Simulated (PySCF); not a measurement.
## Static response to an electric field

Compound: C3H3F2P.
Numbering: `[CH3:1][C:2]([F:3])([F:4])[C:5]#[P:6]` (hydrogens: H7, H8, H9 on C1)

Structure used (GFN2-xTB), in Å, numbered top down from 1:
```xyz
9
C3H3F2P angstrom
C     -0.9517   -0.4667   -0.0025
C      0.2099    0.4834    0.2537
F     -0.1454    1.7549   -0.1275
F      0.4302    0.5848    1.6066
C      1.4251    0.0746   -0.4250
P      2.7259   -0.3595   -1.1468
H     -1.8291   -0.1053    0.5291
H     -0.6913   -1.4592    0.3559
H     -1.1599   -0.5011   -1.0687
```

Level: B3LYP/def2-SVPD (PySCF), static field, nuclei fixed, core orbitals frozen in the response. The polarisability tensor in these axes (au):

```
x    77.25  -5.69 -12.94
y    -5.69  52.70   3.90
z   -12.94   3.90  56.60
```

Problem. Give the principal values, the mean and the anisotropy Δα = √{½[(α1 − α2)² + (α2 − α3)² + (α1 − α3)²]}.

Solution. Principal values 49.70, 51.93 and 84.92 au; mean 62.18 au = 9.21 Å³ = 10.25 × 10⁻⁴⁰ C²·m²/J; Δα = 34.16 au (55 % of the mean).

Problem. What is the dipole moment, and where does it point?

Solution. (-0.12, -1.99, -1.30) D, 2.39 D in size, pointing from the negative to the positive side. Measured along this direction, the outermost atoms are F3 and F4 at the negative end and H9 and H8 at the positive end.

Problem. What would n − 1 = 2πNα be for an ideal gas of these molecules at 273.15 K and 1 atm, electronic part alone?

Solution. N = p/kT = 2.6868 × 10¹⁹ cm⁻³, so n − 1 = 2π × N × 9.21 × 10⁻²⁴ cm³ = 1556 × 10⁻⁶ at long wavelengths, for an ideal gas.

Problem. Find the Langevin capture rate constant for O2+ (31.990 u) meeting this molecule (107.994 u), k = 2.342 × 10⁻⁹ cm³/s × √(α in Å³ / reduced mass in u).

Solution. The reduced mass is 24.68 u, so k = 1.43 × 10⁻⁹ cm³/s. The formula leaves out the permanent dipole, which adds to the capture rate.

Problem. Directions of the eigenvectors, and the extent of the frame along each?

Solution. Largest value along (0.88, -0.21, -0.43), where the nuclei span 4.78 Å; middle along (0.40, 0.82, 0.42), 2.64 Å; least along (0.26, -0.54, 0.80), 2.17 Å. The response follows the extents in order.

Problem. In a dilute gas of rigid molecules at 500 K, how does the orientational term μ²/3kT compare with the electronic polarisability?

Solution. In Gaussian units μ²/3kT = 27.50 Å³ against 9.21 Å³, a ratio of 2.98; the Debye molar polarisation (4π/3)N_A(α + μ²/3kT) is 92.6 cm³/mol, leaving out the vibrational part.

Problem. In TDDFT the mean static polarisability is Σ f/ω² over all singlet excitations (ω in hartree). How much of it do the 8 lowest give? Their energies (eV) and oscillator strengths: 4.30, 0.0001; 4.63, 0.0002; 4.68, 0.0003; 6.50, 0.0079; 6.71, 0.0391; 7.45, 0.6641; 7.56, 0.0009; 7.62, 0.2208.

Solution. They add up to 12.47 au, 20.1 % of the 62.18 au; the largest single term is 8.85 au, from the state at 7.45 eV. Terms in order: 0.00, 0.01, 0.01, 0.14, 0.64, 8.85, 0.01, 2.81 au. Higher excitations give the rest. The strengths listed sum to 0.933.

Geometry: GFN2-xTB; no solvent, vibrations or thermal averaging.
